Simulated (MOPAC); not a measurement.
MOPAC input (PM3):

```
PM3 FORCE THERMO(298,298) PRECISE LET GEO-OK AUX(PRECISION=9) THREADS=1
C2H4S

C     0.00592622 1   -0.75179381 1   -0.77428146 1
S    -0.00412227 1    0.00767473 1    0.88105434 1
C     0.00138846 1    0.73818847 1   -0.78726410 1
H    -0.88390938 1   -1.29082305 1   -1.11710437 1
H     0.90218092 1   -1.28530981 1   -1.10879424 1
H     0.89441984 1    1.27124624 1   -1.13109476 1
H    -0.89168669 1    1.26574615 1   -1.13940483 1
```

From the last part of the output:

```
     H    7   5.424530

          HEAT OF FORMATION =      28.792760 KCALS/MOLE

          ZERO POINT ENERGY      33.866 KCAL/MOL

           NORMAL COORDINATE ANALYSIS (Total motion = 1 Angstrom)

   Root No.       1         2         3         4         5         6         7         8

                 1 B2      1 A1      1 A2      1 B1      2 B1      2 A1      2 A2      2 B2

                 686.4     692.9     810.4     843.9     871.8    1052.0    1079.2    1139.0

           1    0.1517   -0.1258    0.0000    0.0000   -0.0000   -0.0342   -0.0000    0.0361
           2    0.0132    0.1134   -0.0000    0.0000   -0.0000    0.0040   -0.0000   -0.0422
           3   -0.0000    0.0000    0.0172    0.0048   -0.0360   -0.0000   -0.0591   -0.0000
           4   -0.0242    0.1241    0.0000   -0.0000    0.0000    0.0010    0.0000    0.0019
           5   -0.0539   -0.0556    0.0000   -0.0000    0.0000   -0.0004    0.0000    0.0042
           6    0.0000   -0.0000    0.0000   -0.0099    0.0133    0.0000   -0.0000   -0.0000
           7   -0.0911   -0.1684   -0.0000    0.0000   -0.0000   -0.0257    0.0000   -0.0556
           8    0.1220    0.0184   -0.0000    0.0000   -0.0000    0.0229    0.0000   -0.0012
           9   -0.0000    0.0000   -0.0172    0.0048   -0.0360   -0.0000    0.0591    0.0000
          10    0.1540   -0.0903   -0.2053   -0.0794    0.1940    0.1144    0.0571   -0.1341
          11   -0.0380    0.0947    0.1066    0.2265    0.0533   -0.2024    0.2047    0.1751
          12   -0.0129    0.0111   -0.0690    0.0497    0.1087    0.0072    0.0586   -0.0142
          13    0.1540   -0.0903    0.2053    0.0794   -0.1940    0.1144   -0.0571   -0.1341
          14   -0.0380    0.0947   -0.1066   -0.2265   -0.0533   -0.2024   -0.2047    0.1751
          15    0.0129   -0.0111   -0.0690    0.0497    0.1087   -0.0072    0.0586    0.0142
          16   -0.1308   -0.1308   -0.2162    0.2219   -0.0893    0.2272   -0.1148    0.2200
          17    0.0897    0.0044    0.0823    0.0914    0.1803    0.0493   -0.1788    0.0164
          18   -0.0129   -0.0111    0.0690    0.0497    0.1087   -0.0072   -0.0586   -0.0142
          19   -0.1308   -0.1308    0.2162   -0.2219    0.0893    0.2272    0.1148    0.2200
          20    0.0897    0.0044   -0.0823   -0.0914   -0.1803    0.0493    0.1788    0.0164
          21    0.0129    0.0111    0.0690    0.0497    0.1087    0.0072   -0.0586    0.0142

   Root No.       9        10        11        12        13        14        15

                 3 A1      3 B2      4 A1      3 A2      3 B1      4 B2      5 A1

                1272.8    1372.6    1432.3    3078.3    3091.7    3132.1    3134.3

           1   -0.0348   -0.0175   -0.0453   -0.0000   -0.0000    0.0176    0.0184
           2   -0.0766   -0.0207   -0.0610   -0.0000   -0.0000    0.0121    0.0124
           3    0.0000   -0.0000   -0.0000   -0.0310   -0.0311    0.0000    0.0000
           4    0.0150   -0.0007    0.0047    0.0000   -0.0000    0.0001    0.0001
           5   -0.0067   -0.0015   -0.0021    0.0000   -0.0000    0.0002   -0.0000
           6   -0.0000    0.0000    0.0000   -0.0000   -0.0002   -0.0000   -0.0000
           7    0.0340   -0.0038    0.0154    0.0000   -0.0000   -0.0027    0.0030
           8    0.0769   -0.0269    0.0745    0.0000   -0.0000    0.0211   -0.0220
           9   -0.0000    0.0000   -0.0000    0.0310   -0.0311   -0.0000   -0.0000
          10   -0.1745    0.1491    0.1100   -0.1176   -0.1175   -0.1094   -0.1091
          11   -0.0745    0.1176    0.1060   -0.0746   -0.0784   -0.0718   -0.0716
          12   -0.0746    0.1402    0.1451    0.1887    0.1870    0.2003    0.2001
          13   -0.1745    0.1491    0.1100    0.1176    0.1175   -0.1094   -0.1091
          14   -0.0745    0.1176    0.1060    0.0746    0.0784   -0.0718   -0.0716
          15    0.0746   -0.1402   -0.1451    0.1887    0.1870   -0.2003   -0.2001
          16   -0.0604   -0.0114   -0.0059   -0.0226    0.0197    0.0192   -0.0192
          17    0.1798    0.1896   -0.1526    0.1374   -0.1399   -0.1294    0.1291
          18    0.0746    0.1402   -0.1451   -0.1887    0.1870    0.2003   -0.2001
          19   -0.0604   -0.0114   -0.0059    0.0226   -0.0197    0.0192   -0.0192
          20    0.1798    0.1896   -0.1526   -0.1374    0.1399   -0.1294    0.1291
          21   -0.0746   -0.1402    0.1451   -0.1887    0.1870   -0.2003    0.2001

           MASS-WEIGHTED COORDINATE ANALYSIS (NORMAL COORDINATES)

   Root No.       1         2         3         4         5         6         7         8

                 1 B2      1 A1      1 A2      1 B1      2 B1      2 A1      2 A2      2 B2

                 686.4     692.9     810.4     843.9     871.8    1052.0    1079.2    1139.0

           1    0.5988   -0.3749    0.0000    0.0000   -0.0000   -0.2385   -0.0000    0.2399
           2    0.0519    0.3382   -0.0000    0.0000   -0.0000    0.0277   -0.0000   -0.2808
           3   -0.0000    0.0000    0.1210    0.0337   -0.2508   -0.0000   -0.3874   -0.0000
           4   -0.1558    0.6044    0.0000   -0.0000    0.0000    0.0109    0.0000    0.0206
           5   -0.3475   -0.2709    0.0000   -0.0000    0.0000   -0.0049    0.0000    0.0459
           6    0.0000   -0.0000    0.0000   -0.1126    0.1515    0.0000   -0.0000   -0.0000
           7   -0.3596   -0.5019   -0.0000    0.0000   -0.0000   -0.1794    0.0000   -0.3692
           8    0.4816    0.0549   -0.0000    0.0000   -0.0000    0.1596    0.0000   -0.0078
           9   -0.0000    0.0000   -0.1210    0.0337   -0.2508   -0.0000    0.3874    0.0000
          10    0.1761   -0.0779   -0.4189   -0.1608    0.3913    0.2312    0.1084   -0.2583
          11   -0.0435    0.0818    0.2176    0.4586    0.1075   -0.4092    0.3884    0.3372
          12   -0.0148    0.0096   -0.1408    0.1007    0.2193    0.0145    0.1112   -0.0274
          13    0.1761   -0.0779    0.4189    0.1608   -0.3913    0.2312   -0.1084   -0.2583
          14   -0.0435    0.0818   -0.2176   -0.4586   -0.1075   -0.4092   -0.3884    0.3372
          15    0.0148   -0.0096   -0.1408    0.1007    0.2193   -0.0145    0.1112    0.0274
          16   -0.1496   -0.1129   -0.4412    0.4493   -0.1801    0.4594   -0.2178    0.4236
          17    0.1025    0.0038    0.1680    0.1851    0.3637    0.0996   -0.3393    0.0315
          18   -0.0148   -0.0096    0.1408    0.1007    0.2193   -0.0145   -0.1112   -0.0274
          19   -0.1496   -0.1129    0.4412   -0.4493    0.1801    0.4594    0.2178    0.4236
          20    0.1025    0.0038   -0.1680   -0.1851   -0.3637    0.0996    0.3393    0.0315
          21    0.0148    0.0096    0.1408    0.1007    0.2193    0.0145   -0.1112    0.0274

   Root No.       9        10        11        12        13        14        15

                 3 A1      3 B2      4 A1      3 A2      3 B1      4 B2      5 A1

                1272.8    1372.6    1432.3    3078.3    3091.7    3132.1    3134.3

           1   -0.2048   -0.1232   -0.2784   -0.0000   -0.0000    0.1237    0.1293
           2   -0.4510   -0.1460   -0.3747   -0.0000   -0.0000    0.0851    0.0873
           3    0.0000   -0.0000   -0.0000   -0.2170   -0.2178    0.0000    0.0000
           4    0.1448   -0.0076    0.0470    0.0000   -0.0000    0.0011    0.0009
           5   -0.0649   -0.0170   -0.0211    0.0000   -0.0000    0.0024   -0.0004
           6   -0.0000    0.0000    0.0000   -0.0000   -0.0025   -0.0000   -0.0000
           7    0.2004   -0.0270    0.0945    0.0000   -0.0000   -0.0188    0.0208
           8    0.4530   -0.1891    0.4571    0.0000   -0.0000    0.1490   -0.1547
           9   -0.0000    0.0000   -0.0000    0.2170   -0.2178   -0.0000   -0.0000
          10   -0.2977    0.3041    0.1956   -0.2386   -0.2385   -0.2234   -0.2227
          11   -0.1272    0.2398    0.1885   -0.1513   -0.1591   -0.1466   -0.1461
          12   -0.1272    0.2858    0.2581    0.3829    0.3795    0.4091    0.4085
          13   -0.2977    0.3041    0.1956    0.2386    0.2385   -0.2234   -0.2227
          14   -0.1272    0.2398    0.1885    0.1513    0.1591   -0.1466   -0.1461
          15    0.1273   -0.2858   -0.2581    0.3829    0.3795   -0.4091   -0.4085
          16   -0.1031   -0.0233   -0.0106   -0.0458    0.0399    0.0392   -0.0391
          17    0.3069    0.3866   -0.2714    0.2788   -0.2840   -0.2643    0.2635
          18    0.1272    0.2858   -0.2581   -0.3829    0.3795    0.4091   -0.4085
          19   -0.1031   -0.0233   -0.0106    0.0458   -0.0399    0.0392   -0.0391
          20    0.3069    0.3866   -0.2714   -0.2788    0.2840   -0.2643    0.2635
          21   -0.1272   -0.2858    0.2581   -0.3829    0.3795   -0.4091    0.4085

          DESCRIPTION OF VIBRATIONS

 VIBRATION          1    1B2         ATOM PAIR     ENERGY CONTRIBUTION    RADIAL
 FREQUENCY           686.41         C 1 -- C 3         +23.3% (115.1%)      0.0%
 TRANSITION DIPOLE   0.4098         C 1 -- S 2         +15.7% ( 94.4%)     78.1%
 TRAVEL (Ang.)       0.1605         S 2 -- C 3         +15.7% ( 94.4%)     78.1%
 REDUCED MASS        3.8136         C 1 -- H 4         +11.3% ( 80.2%)     26.5%
 EFFECTIVE MASS     16.3560         C 3 -- H 7         +11.3% ( 80.2%)     26.5%
 FORCE CONSTANT      1.0587         C 3 -- H 6         +11.3% ( 80.2%)     26.5%
                            C 1 -- H 5         +11.3% ( 80.2%)     26.5%

 VIBRATION          2    1A1         ATOM PAIR     ENERGY CONTRIBUTION    RADIAL
 FREQUENCY           692.90         C 1 -- S 2         +25.1% ( 81.1%)     72.1%
 TRANSITION DIPOLE   1.4941         S 2 -- C 3         +25.1% ( 81.1%)     72.1%
 TRAVEL (Ang.)       0.1122         C 1 -- C 3         +17.8% ( 68.2%)    100.0%
 REDUCED MASS        7.7319         C 1 -- H 4          +8.0% ( 45.7%)      2.0%
 EFFECTIVE MASS     19.3663
 FORCE CONSTANT      2.1871

 VIBRATION          3    1A2         ATOM PAIR     ENERGY CONTRIBUTION    RADIAL
 FREQUENCY           810.37         C 1 -- H 5         +23.3% ( 60.9%)      2.1%
 TRANSITION DIPOLE   0.0000         C 1 -- H 4         +23.3% ( 60.9%)      2.1%
 TRAVEL (Ang.)       0.5857         C 3 -- H 6         +23.3% ( 60.9%)      2.1%
 REDUCED MASS        0.2426         C 3 -- H 7         +23.3% ( 60.9%)      2.1%
 EFFECTIVE MASS      1.4937
 FORCE CONSTANT      0.0939

 VIBRATION          4    1B1         ATOM PAIR     ENERGY CONTRIBUTION    RADIAL
```
